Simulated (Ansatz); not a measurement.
C₂H₃NO. Total charge 0; spin multiplicity 1. The bonds changed during the relaxation, so this is another structure than the one it started from. All single points use the PBE0-D4/def2-TZVP geometry. It is one conformer, not always the lowest.

```xyz
7

N     1.015   -0.349    0.280
C    -0.206   -0.087   -0.157
C    -1.434    0.409    0.255
O    -0.719   -0.388   -1.266
H     1.624   -0.930   -0.271
H     1.282   -0.104    1.216
H    -1.562    1.451   -0.057
```

What is the dipole moment at PBE/def2-TZVPP? (An estimate is asked.)

The calculation gave: 4.58 D, with components (4.33, 0.39, 1.46) D in this frame, pointing from negative to positive charge.

And with r2SCAN, B3LYP, ωB97M-V? (Estimate.)

The calculation gave: r2SCAN 4.68 D, B3LYP 4.71 D, ωB97M-V 4.75 D.

Give the Mulliken charges with PBE, B3LYP, ωB97M-V in def2-TZVPP. (Best estimate.)

Ansatz gave: 
```json
{"atom": "N1", "PBE": "-0.25", "B3LYP": "-0.26", "ωB97M-V": "-0.23"}
{"atom": "C2", "PBE": "0.32", "B3LYP": "0.40", "ωB97M-V": "0.40"}
{"atom": "C3", "PBE": "-0.33", "B3LYP": "-0.32", "ωB97M-V": "-0.32"}
{"atom": "O4", "PBE": "-0.25", "B3LYP": "-0.32", "ωB97M-V": "-0.32"}
{"atom": "H5", "PBE": "0.19", "B3LYP": "0.18", "ωB97M-V": "0.16"}
{"atom": "H6", "PBE": "0.20", "B3LYP": "0.19", "ωB97M-V": "0.16"}
{"atom": "H7", "PBE": "0.12", "B3LYP": "0.13", "ωB97M-V": "0.14"}
```

B3LYP here is the variant with VWN-RPA as its local correlation; programs differ in this.
